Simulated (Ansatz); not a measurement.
Geometry optimisation, RKS BLYP/def2-SVP (Ansatz).

Input:

```yaml
crystal:
  periodic: [false, false, false]
  atoms:
    - { symbol: Si, position_ang: [0.0, 0.0, 0.0] }
    - { symbol: H, position_ang: [0.9994, 0.0, 1.3254] }
    - { symbol: H, position_ang: [1.5827, 0.0, 0.5009] }
    - { symbol: O, position_ang: [-0.7913, 1.3709, -0.5594] }
    - { symbol: C, position_ang: [-2.1512, 1.4177, -0.9653] }
    - { symbol: H, position_ang: [-2.7687, 0.8215, -0.2614] }
    - { symbol: H, position_ang: [-2.5023, 2.4707, -0.9639] }
    - { symbol: H, position_ang: [-2.2473, 0.9975, -1.9882] }
    - { symbol: H, position_ang: [-0.6877, -1.1914, -0.4862] }
basis:
  gaussian: { orbitals: def2-SVP }
hamiltonian:
  xc: blyp
relax:
  f_tol: 0.15
  max_steps: 25
  restrain:
    - { distance: [1, 2], at: 0.66, k: 30.0 }
    - { distance: [0, 1], at: 2.66, k: 30.0 }
    - { distance: [0, 2], at: 2.66, k: 30.0 }
```

Run as:

```bash
$ ansatz run input.yaml --threads 2 --pin off --max-ram 3072MiB --backend cpu --events-out ev --progress --plain --runs-dir out
```

Task: Where does it end, and by what steps?

Result: It converged. The restraints hold the end off the free minimum. After 14 steps the energy has fallen by 2.198 eV (the restraints' own energy left out); Si1 moved furthest, 1.15 Å. Parted: Si1–H2, Si1–H3. Joined: H2–H3.

```
step  energy less start (eV)  largest force component (eV/Å)  accepted
   0                  0.0000                           3.659       yes
   1                  1.3208                           5.173       yes
   2                  2.6547                           6.064       yes
   3                  1.5765                           8.290       yes
   4                 -0.1457                           4.981       yes
   5                 -1.2330                           1.958       yes
   6                 -1.7111                           1.765       yes
   7                 -1.8500                           1.198       yes
   8                 -1.9136                           1.615       yes
   9                 -2.0289                           1.489       yes
  10                 -2.1023                           1.468       yes
  11                 -2.1693                           0.740       yes
  12                 -2.1769                           1.426       yes
  13                 -2.1889                           1.344       yes
  14                 -2.1982                           1.487       yes
```

```xyz
9
Properties=species:S:1:pos:R:3
Si 0.270 -0.112 -1.114
H 0.898 -0.051 1.473
H 1.477 0.300 1.221
O -0.836 1.128 -1.395
C -2.170 1.350 -0.942
H -2.511 0.548 -0.249
H -2.232 2.331 -0.424
H -2.852 1.382 -1.819
H -0.611 -0.989 -0.147
```

Whether the end is a true minimum wasn't checked by a vibrational analysis.

Time of the run: 19 s on 2 threads of Arm Neoverse V1, on a shared host, peak memory 0.16 GiB.
